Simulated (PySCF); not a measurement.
## BP: from constants to spectrum

PBE0 constants of BP, ³Π (triplet), unpaired electrons σ ↑, π ↑ (B def2-TZVP, P def2-TZVP; no relativity (PySCF 2.14); masses 11.0093 and 30.9738 u):

```
ωe              : 985.0 cm⁻¹
ωexe            : 6.05 cm⁻¹
Be              : 0.6884 cm⁻¹
αe              : 0.00548 cm⁻¹
D (centrifugal) : 1.35e-06 cm⁻¹
De to B + P     : 3.63 eV
```

(1) Give the vibrational terms G(v) and spacings up to v = 6.

(2) How well does the Morse estimate ωe²/(4ωexe) reproduce De, and what is D0?

The state was picked by a PBE0 search and need not be the measured ground state.

Answers

(1) G(v) = ωe(v+½) − ωexe(v+½)².

```csv
v,G(v) (cm⁻¹),G(v) − G(v−1),Bv (cm⁻¹)
0,491,,0.6857
1,1464,973,0.6802
2,2425,961,0.6747
3,3373,949,0.6692
4,4310,937,0.6637
5,5234,924,0.6583
6,6147,912,0.6528
```

(2) It gives 4.97 eV, 137 % of the computed De. D0 = De − G(0) = 3.63 − 0.06 = 3.57 eV.
